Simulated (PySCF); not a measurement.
Species: C3H5N3.
Structure used (PBE0-D3(BJ)/def2-SVP), in Å, numbered top down from 1:
```xyz
11
C3H5N3 angstrom
C     -1.3561    0.0419    0.4599
N      0.0010   -0.0023   -0.0223
C      0.7439   -1.0992   -0.3428
N      1.9516   -0.7490   -0.6957
N      2.0278    0.6043   -0.6081
C      0.8642    1.0369   -0.2037
H     -1.7788    1.0375    0.2729
H     -1.9694   -0.6974   -0.0729
H     -1.4059   -0.1655    1.5398
H      0.3561   -2.1168   -0.3072
H      0.5907    2.0778   -0.0334
```

The closed-shell ground state was solved at several levels (PySCF, density fitting, gas phase, non-relativistic).

| level | basis functions | total energy (Eh) | HOMO (eV) | LUMO (eV) | gap (eV) | dipole (D) |
| --- | --- | --- | --- | --- | --- | --- |
| B97-2/pcSseg-2 | 286 | -281.5542 | -7.02 | 0.02 | 7.04 | 6.21 |
| PBE0/def2-SVPD | 160 | -281.0416 | -7.23 | 0.14 | 7.37 | 6.22 |
| B3LYP/pcJ-1 | 212 | -281.5595 | -6.91 | 0.00 | 6.91 | 6.29 |

**Question.** Estimate the row for PBE0/pcSseg-1, a basis of 127 functions; the other rows only guide the guess.

**Answer.** Total energy -281.1978 Eh, HOMO -7.24 eV, LUMO 0.25 eV, gap 7.49 eV, dipole 6.36 D.

**Question.** Over all these levels, which gives the widest orbital gap and which the narrowest?

**Answer.** PBE0/pcSseg-1 (global hybrid, 25 % exact exchange) has the widest, 7.49 eV, and B3LYP/pcJ-1 (global hybrid, 20 % exact exchange) the narrowest, 6.91 eV. Functional and basis both differ between the two, so the spread mixes both effects.

**Question.** How far do the dipole and the HOMO energy spread over the levels?

**Answer.** The dipole runs from 6.21 to 6.36 D (mean 6.27 D) and the HOMO from -7.24 to -6.91 eV.
